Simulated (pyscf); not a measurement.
H₂Si=PH + PH₃ -> H₂P–SiH₂–PH₂, an addition across a multiple bond or ene-type step (singlet surface; H–P broken, H–P, P–Si formed). Optimised with ωB97X-D3(BJ)/def2-SVP in PySCF. MP2 and CC: frozen core, UHF for open shells. ΔMP2 is the change of the MP2 total energy from the triple- to the quadruple-zeta basis. Energies in eV from the separated reactants.

AM1 to PM7: differences of heats of formation from MOPAC, which are fitted to 298 K values and so differ in kind from electronic energies by zero-point and thermal terms. 

### Question
Quick PM6 single points give ΔE‡ = -1.12 eV and ΔE = -5.23 eV. What does CCSD(T)/def2-TZVPP + ΔMP2(QZVPP) give, and how far is the quick result from it?

### Answer
CCSD(T)/def2-TZVPP + ΔMP2(QZVPP) gives ΔE‡ = 1.06 eV and ΔE = -1.63 eV. PM6 lies 2.18 eV under it in the barrier and 3.60 eV under it in the reaction energy, so on this step it does not hold to within 0.13 eV. At PM6 this geometry lies under one side, so its ΔE‡ may be no barrier of that level. CCSD(T)/def2-TZVPP + ΔMP2(QZVPP) has limits of its own. On the reactant side the descent ends in a complex (not fully relaxed), 0.31 eV under the separated species and 1.23 eV under the saddle at ωB97X-D3(BJ)/def2-TZVP. At the saddle there is also a short H–Si contact that neither side keeps. At ωB97X-D3(BJ)/def2-TZVP the barrier from the zero used here is 0.92 eV. One saddle was located; it need not be the lowest between these sides. The CCSD(T) − MP2 part came from Ansatz, without density fitting, on the same reference.
